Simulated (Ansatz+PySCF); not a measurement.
Results of a calculation; reference values are marked as such.
A run of Ansatz (development build ahead of 0.2.0) on doublet O2(+) at this shape:

```xyz
2

O     0.0000    0.0000   -0.5052
O     0.0000    0.0000    0.5052
```

Its results:

```
Converged                                                          : yes
Reference energy                                                   : -149.02408 hartree
CCSD correlation energy                                            : -0.34460 hartree
Triples correction                                                 : -0.00996 hartree
Total energy                                                       : -149.37864 hartree
Spin squared of the determinant                                    : 0.750
Stability test                                                     : minimum among restricted orbitals
Largest doubles amplitude                                          : 0.12
Occupied orbitals by symmetry in an Abelian subgroup (alpha; beta) : 3 Ag 2 B1u 1 B2g 1 B2u 1 B3u; 3 Ag 2 B1u 1 B2u 1 B3u
```

(1) Which input gives this output? Name the method, the orbitals and the basis set, and write the input.

Answers

(1) ROHF-CCSD(T) in def2-SVP.

```yaml
crystal:
  periodic: [false, false, false]
  atoms:
    - { symbol: O, position_ang: [0.0, 0.0, -0.50523] }
    - { symbol: O, position_ang: [0.0, 0.0, 0.50523] }
basis:
  gaussian: { orbitals: def2-SVP }
total_charge: 1
magnetization:
  initial_magnetization: 1
hamiltonian:
  xc: hf
correlation:
  method: ccsd_t
  frozen_orbitals: { O: 1 }
```
